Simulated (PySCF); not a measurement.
## Basis-set dependence of population analyses: CH3CH2CHFCH3

Species: CH3CH2CHFCH3, C₄H₉F.
Z-matrix (Å and degrees, PBE0-D3(BJ)/def2-SVP geometry), rows numbered from 1:
```
C 
C   1  1.5191
C   2  1.5164  1  113.18
C   3  1.5105  2  113.92  1   179.40
F   3  1.3872  2  108.56  1    58.46
H   1  1.1019  2  111.31  3    61.79
H   1  1.0995  2  110.45  3   -57.73
H   1  1.0999  2  111.45  3  -177.96
H   2  1.1031  1  110.63  3  -121.59
H   2  1.1040  1  110.21  3   121.00
H   3  1.1070  2  109.31  1   -57.26
H   4  1.1000  3  110.73  2    61.74
H   4  1.0993  3  110.50  2  -178.09
H   4  1.1008  3  110.35  2   -58.31
```

PBE0 throughout (PySCF), one geometry, spherical d and f functions. The structure is a single PBE0-D3(BJ)/def2-SVP conformer in the gas phase; no vibrational or solvent corrections. Atoms taken as equivalent share a column and are averaged. The first 7 of 10 kinds of atom are listed.

Mulliken charges (e):

```
      basis  functions      C1      C2      C3      C4      F5  H6/H7/H8      H9
   pcSseg-0         63  -0.630  -0.547  +0.077  -0.641  -0.391    +0.234  +0.239
    cc-pVDZ        115  -0.079  -0.103  +0.108  -0.054  -0.253    +0.047  +0.035
   pcSseg-1        130  -0.278  -0.282  +0.102  -0.257  -0.344    +0.119  +0.118
aug-cc-pVDZ        196  +0.420  +0.411  +0.865  +0.360  -0.580    -0.116  -0.230
   IGLO-III        265  -0.379  -0.194  +0.136  -0.372  -0.276    +0.124  +0.108
    cc-pVTZ        276  -0.307  -0.169  +0.197  -0.297  -0.241    +0.100  +0.086
   pcSseg-2        306  -0.078  -0.051  +0.258  -0.060  -0.319    +0.037  +0.018
```

IAO charges (e):

```
      basis  functions      C1      C2      C3      C4      F5  H6/H7/H8      H9
   pcSseg-0         63  -0.424  -0.282  +0.153  -0.442  -0.311    +0.145  +0.142
    cc-pVDZ        115  -0.412  -0.260  +0.196  -0.429  -0.332    +0.139  +0.133
   pcSseg-1        130  -0.412  -0.261  +0.194  -0.427  -0.340    +0.140  +0.134
aug-cc-pVDZ        196  -0.424  -0.265  +0.196  -0.438  -0.347    +0.143  +0.137
   IGLO-III        265  -0.427  -0.267  +0.196  -0.441  -0.348    +0.145  +0.138
    cc-pVTZ        276  -0.427  -0.267  +0.198  -0.442  -0.344    +0.144  +0.138
   pcSseg-2        306  -0.426  -0.267  +0.198  -0.441  -0.347    +0.144  +0.138
```

Hirshfeld charges (e):

| basis | functions | C1 | C2 | C3 | C4 | F5 | H6/H7/H8 | H9 |
| --- | --- | --- | --- | --- | --- | --- | --- | --- |
| pcSseg-0 | 63 | -0.104 | -0.059 | +0.082 | -0.110 | -0.130 | +0.035 | +0.034 |
| cc-pVDZ | 115 | -0.112 | -0.070 | +0.067 | -0.119 | -0.111 | +0.037 | +0.039 |
| pcSseg-1 | 130 | -0.118 | -0.075 | +0.068 | -0.124 | -0.118 | +0.039 | +0.042 |
| aug-cc-pVDZ | 196 | -0.126 | -0.084 | +0.058 | -0.131 | -0.118 | +0.042 | +0.046 |
| IGLO-III | 265 | -0.125 | -0.083 | +0.058 | -0.131 | -0.118 | +0.042 | +0.046 |
| cc-pVTZ | 276 | -0.122 | -0.079 | +0.061 | -0.128 | -0.115 | +0.040 | +0.044 |
| pcSseg-2 | 306 | -0.126 | -0.083 | +0.058 | -0.132 | -0.118 | +0.042 | +0.046 |

ESP-fitted charges (e):

```json
{"basis": "pcSseg-0", "functions": "63", "C1": "-0.433", "C2": "-0.020", "C3": "+0.553", "C4": "-0.757", "F5": "-0.332", "H6/H7/H8": "+0.115", "H9": "+0.028"}
{"basis": "cc-pVDZ", "functions": "115", "C1": "-0.329", "C2": "+0.036", "C3": "+0.395", "C4": "-0.561", "F5": "-0.267", "H6/H7/H8": "+0.085", "H9": "+0.012"}
{"basis": "pcSseg-1", "functions": "130", "C1": "-0.350", "C2": "+0.055", "C3": "+0.434", "C4": "-0.611", "F5": "-0.295", "H6/H7/H8": "+0.089", "H9": "+0.007"}
{"basis": "aug-cc-pVDZ", "functions": "196", "C1": "-0.363", "C2": "+0.030", "C3": "+0.421", "C4": "-0.682", "F5": "-0.290", "H6/H7/H8": "+0.094", "H9": "+0.019"}
{"basis": "IGLO-III", "functions": "265", "C1": "-0.369", "C2": "+0.036", "C3": "+0.404", "C4": "-0.671", "F5": "-0.285", "H6/H7/H8": "+0.096", "H9": "+0.019"}
{"basis": "cc-pVTZ", "functions": "276", "C1": "-0.373", "C2": "+0.044", "C3": "+0.405", "C4": "-0.652", "F5": "-0.274", "H6/H7/H8": "+0.096", "H9": "+0.016"}
{"basis": "pcSseg-2", "functions": "306", "C1": "-0.373", "C2": "+0.034", "C3": "+0.437", "C4": "-0.692", "F5": "-0.296", "H6/H7/H8": "+0.097", "H9": "+0.018"}
```

Some averages cover members that differ in this geometry, most widely: H6/H7/H8, Mulliken in aug-cc-pVDZ -0.131 to -0.087; H6/H7/H8, Mulliken in IGLO-III +0.111 to +0.140 e.

Which scheme is steadiest as the basis changes?

Largest range over the bases for any column: Hirshfeld 0.02 e, IAO 0.04 e, ESP-fitted 0.20 e, Mulliken 1.05 e. Hirshfeld charges move least and Mulliken charges most, counted in e.

How much do the charges still move between the two largest bases, cc-pVTZ and pcSseg-2?

At most, over all atoms: Mulliken 0.237 e, IAO 0.004 e, Hirshfeld 0.004 e, ESP-fitted 0.039 e.

What do the same runs give for the total energy, the frontier levels and the dipole moment?

```json
{"basis": "pcSseg-0", "energy (Eh)": "-256.8123", "HOMO (eV)": "-8.86", "LUMO (eV)": "2.15", "μ (D)": "1.96"}
{"basis": "cc-pVDZ", "energy (Eh)": "-257.4115", "HOMO (eV)": "-8.76", "LUMO (eV)": "1.95", "μ (D)": "1.64"}
{"basis": "pcSseg-1", "energy (Eh)": "-257.3736", "HOMO (eV)": "-8.96", "LUMO (eV)": "1.51", "μ (D)": "1.81"}
{"basis": "aug-cc-pVDZ", "energy (Eh)": "-257.4317", "HOMO (eV)": "-8.95", "LUMO (eV)": "-0.03", "μ (D)": "1.81"}
{"basis": "IGLO-III", "energy (Eh)": "-257.5101", "HOMO (eV)": "-8.97", "LUMO (eV)": "0.85", "μ (D)": "1.80"}
{"basis": "cc-pVTZ", "energy (Eh)": "-257.4940", "HOMO (eV)": "-8.91", "LUMO (eV)": "1.29", "μ (D)": "1.71"}
{"basis": "pcSseg-2", "energy (Eh)": "-257.5036", "HOMO (eV)": "-8.97", "LUMO (eV)": "0.67", "μ (D)": "1.83"}
```

The dipole is fixed by the density alone, so its range of 0.32 D shows that the density itself changes with the basis, not only its division among atoms.
